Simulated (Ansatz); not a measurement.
Elements on the sites of an ideal bcc lattice, at a guessed lattice constant:

```yaml
crystal:
  lattice:
    - [-4.79961, 4.79961, -1.59987]
    - [-4.79961, -1.59987, 4.79961]
    - [1.59987, 4.79961, 4.79961]
  atoms:
    - { symbol: Cu, position: [0.00000, 0.00000, 0.00000] }
    - { symbol: Cu, position: [0.70000, 0.70000, 0.20000] }
    - { symbol: Cu, position: [0.90000, 0.90000, 0.40000] }
    - { symbol: Cu, position: [0.40000, 0.90000, 0.90000] }
    - { symbol: Zn, position: [0.80000, 0.30000, 0.30000] }
    - { symbol: Zn, position: [0.70000, 0.20000, 0.70000] }
    - { symbol: Zn, position: [0.90000, 0.40000, 0.90000] }
    - { symbol: Au, position: [0.50000, 0.50000, 0.00000] }
    - { symbol: Au, position: [0.60000, 0.10000, 0.10000] }
    - { symbol: Au, position: [0.10000, 0.60000, 0.10000] }
    - { symbol: Au, position: [0.20000, 0.20000, 0.20000] }
    - { symbol: Au, position: [0.30000, 0.80000, 0.30000] }
    - { symbol: Au, position: [0.40000, 0.40000, 0.40000] }
    - { symbol: Au, position: [0.50000, 0.00000, 0.50000] }
    - { symbol: Au, position: [0.00000, 0.50000, 0.50000] }
    - { symbol: Au, position: [0.10000, 0.10000, 0.60000] }
    - { symbol: Au, position: [0.60000, 0.60000, 0.60000] }
    - { symbol: Au, position: [0.20000, 0.70000, 0.70000] }
    - { symbol: Au, position: [0.30000, 0.30000, 0.80000] }
    - { symbol: Au, position: [0.80000, 0.80000, 0.80000] }
```

Cell and atoms were relaxed without symmetry on coarser meshes and computed once more. The calculation used Ansatz 0.2.0, DFT PBEsol, scalar-relativistic, plane waves, PAW.

Plane waves to 420 eV, a k mesh through Γ of 5×5×5 on the computed 20-atom cell and Gaussian smearing (0.10 eV); no spin polarisation.

The relaxation ran on 2×2×2 (shifted) and then 4×3×3 k points with a smearing of 0.1 eV, from sites shaken by 0.02 Å.

**Question.** What does the relaxation give?

**Answer.** A volume of 15.47 Å³/atom and no gap on the mesh. It lies 0.08 eV/atom below the elements' standard states (static lattices, no corrections for gases). The atoms leave their sites by 0.36 Å (root mean square) and 0.50 Å at most, and the cell stretches by up to 39.2 % at fixed volume, so the lattice hasn't survived.

```
CELL_PARAMETERS angstrom
-3.58770 3.47796 -2.07857
-3.90995 -1.51216 6.11416
2.11273 4.67856 6.85809
ATOMIC_POSITIONS crystal
Cu 0.04794 0.98766 0.04535
Cu 0.66791 0.70953 0.16285
Cu 0.86465 0.89255 0.36163
Cu 0.35695 0.90043 0.87062
Zn 0.75921 0.29451 0.26572
Zn 0.72858 0.20528 0.73391
Zn 0.94106 0.40448 0.93635
Au 0.48335 0.50014 0.97936
Au 0.60392 0.09465 0.05836
Au 0.12345 0.60345 0.13003
Au 0.20434 0.19162 0.22518
Au 0.34825 0.80289 0.33129
Au 0.44325 0.40309 0.42750
Au 0.54077 0.00371 0.53447
Au 0.95298 0.50736 0.45516
Au 0.05506 0.09959 0.55927
Au 0.64375 0.59244 0.64941
Au 0.16032 0.70043 0.67380
Au 0.24656 0.28273 0.77968
Au 0.82387 0.82474 0.84709
```

Spin-orbit coupling is left out, which matters for the bands of heavy elements.

Cost: 2 runs of about 24 core-minutes in all (earlier runs that led there not counted), on Intel Xeon 6975P-C (Granite Rapids) (shared hosts).